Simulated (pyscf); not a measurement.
**Four-centre exchange: silanol (HO–SiH₃) + hydrogen (H₂) -> silanol (HO–SiH₃) + hydrogen (H₂)**

Gas phase, singlet surface, charge 0. Bonds broken: Si2–H4, H7–H8. Bonds formed: Si2–H7, H4–H8. Structures and frequencies: ωB97X-D3(BJ)/def2-SVP in PySCF.

Transition state (Å):

```xyz
8

O      1.4731     1.7719    -0.3330
Si     0.5531     0.3681    -0.2552
H      1.8677     2.0662     0.4962
H     -0.6489     1.2884     0.6668
H      0.3759     0.1609    -1.7113
H      1.2578    -0.5040     0.7218
H     -0.7745    -0.6607    -0.0381
H     -0.9568     0.3919     0.4301
```

One imaginary mode, 1408i cm⁻¹; descent along it reached the two sides named.

| bond | change | reactant side (Å) | saddle | product side |
|---|---|---|---|---|
| Si2–H4 | breaks | 1.495 | 1.773 | 4.4 |
| H7–H8 | breaks | 0.760 | 1.166 | 3.9 |
| Si2–H7 | forms | 3.2 | 1.694 | 1.494 |
| H4–H8 | forms | 2.8 | 0.977 | 0.761 |

Electronic energies relative to the separated reactants (kcal/mol):

```json
[
 {"level": "ωB97X-D3(BJ)/def2-TZVP", "barrier": "57.7", "reaction energy": "0.0", "reverse barrier": "57.7"},
 {"level": "PBE/def2-TZVP", "barrier": "49.2", "reaction energy": "0.0", "reverse barrier": "49.2"},
 {"level": "r²SCAN/def2-TZVP", "barrier": "52.3", "reaction energy": "0.0", "reverse barrier": "52.3"},
 {"level": "B3LYP-D3(BJ)/def2-TZVP", "barrier": "56.6", "reaction energy": "0.0", "reverse barrier": "56.6"},
 {"level": "PBE0-D3(BJ)/def2-TZVP", "barrier": "52.2", "reaction energy": "0.0", "reverse barrier": "52.2"},
 {"level": "M06-2X/def2-TZVP", "barrier": "59.8", "reaction energy": "0.0", "reverse barrier": "59.8"},
 {"level": "ωB97M-D3(BJ)/def2-TZVP", "barrier": "56.6", "reaction energy": "0.0", "reverse barrier": "56.6"},
 {"level": "HF/def2-TZVP", "barrier": "74.4", "reaction energy": "0.0", "reverse barrier": "74.4"}
]
```

With ωB97M-D3(BJ)/def2-TZVP energies and thermal terms (ideal gas, 1 atm, RRHO with modes under 100 cm⁻¹ raised to 100, one conformer, R ln 2 for chiral ones without a mode under 150 cm⁻¹), in kcal/mol:

```tsv
T (K)	ΔH‡	ΔG‡	ΔH	ΔG
298	57.3	65.7	0.0	0.0
600	56.3	74.7	0.0	0.0
900	56.1	84.0	0.0	0.0
1200	56.2	93.3	0.0	0.0
```

At the saddle there is also a short H–Si contact that neither side keeps. This is the saddle that the search found; another between the same sides may lie lower.
